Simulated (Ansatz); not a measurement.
# BSiH6 (doublet): the correlation ladder at distance Si1–H5 along a hydrogen transfer = 2.248 Å, cc-pVDZ

How much of the correlation energy of BSiH6 (doublet) does each wave-function method recover here?

The runs use Ansatz 0.2.0, Gaussian basis; cc-pVDZ, core rule «outside noble gas», up to 6 orbitals frozen.

The runs, in order: UHF; CCSD(T) on ROHF; CCSD(T) on UHF; BCCD(T) on ROHF; CISD; CCSDT(Q) on ROHF; CCSDT(Q) on UHF; CASSCF and MRCISD+Q, 3 electrons in 3 orbitals; CASSCF and NEVPT2, 3 electrons in 3 orbitals; CASSCF and MRCISD+Q, 9 electrons in 9 orbitals; CASSCF and MRCISD+Q(relaxed), 9 electrons in 9 orbitals; CASSCF and NEVPT2, 9 electrons in 9 orbitals.

### 1 What is computed

The geometry derives from fragments relaxed apart (PBE0/def2-TZVP) and kept rigid, so it is no stationary point. A hydrogen atom is moved between rigid fragments.

8 atoms, charge 0, spin multiplicity 2.

Atoms are counted from 1 here; the program's logs count them from 0.

Bond lengths: Si1–H2 1.485 Å, Si1–H3 1.485 Å, Si1–H4 1.485 Å, H5–B6 1.170 Å, B6–H7 1.191 Å, B6–H8 1.191 Å. Angles: H2–Si1–H3 109.5°, H2–Si1–H4 109.5°, H3–Si1–H4 109.5°, H5–B6–H7 115.3°, H5–B6–H8 115.3°, H7–B6–H8 129.4°.

### 2 UHF

in.yaml

```yaml
crystal:
  periodic: [false, false, false]
  atoms:
    - {symbol: Si, position_ang: [-1.015437, 0.000000, 0.000000]}
    - {symbol: H, position_ang: [-1.510309, 1.399708, 0.000000]}
    - {symbol: H, position_ang: [-1.510308, -0.699854, 1.212183]}
    - {symbol: H, position_ang: [-1.510309, -0.699854, -1.212182]}
    - {symbol: H, position_ang: [1.232563, 0.000000, 0.000000]}
    - {symbol: B, position_ang: [2.402563, 0.000000, -0.000001]}
    - {symbol: H, position_ang: [2.911636, 0.000000, 1.077008]}
    - {symbol: H, position_ang: [2.911636, 0.000000, -1.077009]}
basis:
  gaussian: {orbitals: cc-pVDZ}
magnetization: {spin_polarized: true, initial_magnetization: 1}
hamiltonian: {xc: hf}
output: {orbitals: {seedname: orbitals}}
```

The run is started by

```bash
$ ansatz run in.yaml --threads 1 --pin off --events-out ev --progress --plain --max-ram 2816MiB --backend cpu
```

The runs that follow: CCSD(T) on ROHF; CCSD(T) on UHF; BCCD(T) on ROHF; CISD; CCSDT(Q) on ROHF; CCSDT(Q) on UHF; CASSCF and MRCISD+Q, 3 electrons in 3 orbitals; CASSCF and NEVPT2, 3 electrons in 3 orbitals; CASSCF and MRCISD+Q, 9 electrons in 9 orbitals; CASSCF and MRCISD+Q(relaxed), 9 electrons in 9 orbitals; CASSCF and NEVPT2, 9 electrons in 9 orbitals.

Q: Predict the results of all the runs planned. Wanted: UCCSDT(Q) below the RHF energy; RMP2 from UCCSDT(Q); UMP2 from UCCSDT(Q); RCCSD from UCCSDT(Q); RCCSD(T) from UCCSDT(Q); UCCSD(T) from UCCSDT(Q); RCCSDT(Q) from UCCSDT(Q); NEVPT2 pair from UCCSDT(Q); MRCISD+Q pair from UCCSDT(Q).

The runs gave:

```
                         quantity                                                                                              value
   UCCSDT(Q) below the RHF energy                                                                                         -6.8097 eV
              RMP2 from UCCSDT(Q)                                                                                        +1530.9 meV
              UMP2 from UCCSDT(Q)                                                                                        +1527.6 meV
             RCCSD from UCCSDT(Q)                                                                                         +148.2 meV
          RCCSD(T) from UCCSDT(Q)                                                                                          +31.5 meV
          UCCSD(T) from UCCSDT(Q)                                                                                          +31.4 meV
         RCCSDT(Q) from UCCSDT(Q)                                                                                           +0.4 meV
       NEVPT2 pair from UCCSDT(Q)                                                                                        +1544.8 meV
     MRCISD+Q pair from UCCSDT(Q)                                                                                          +33.5 meV
   NEVPT2 frontier from UCCSDT(Q)                                                                                        +1471.8 meV
levels within 1 kcal/mol (43 meV)  RCCSD(T), UCCSD(T), BCCD(T), RCCSDT, UCCSDT, RCCSDT(Q), MRCISD+Q pair, MRCISD+Q(relaxed) frontier
                    T1 diagnostic                                                                                              0.014
```

RCCSD(T) misses by +31.5 meV, 0.5 % of the correlation energy. Of the multireference levels listed MRCISD+Q(relaxed) frontier comes nearest in total energy (-1.1 meV), which doesn't show that its space is the better one. These misses are within one basis, not against nature; the frozen cores of restricted and unrestricted runs differ, which can shift their rows.
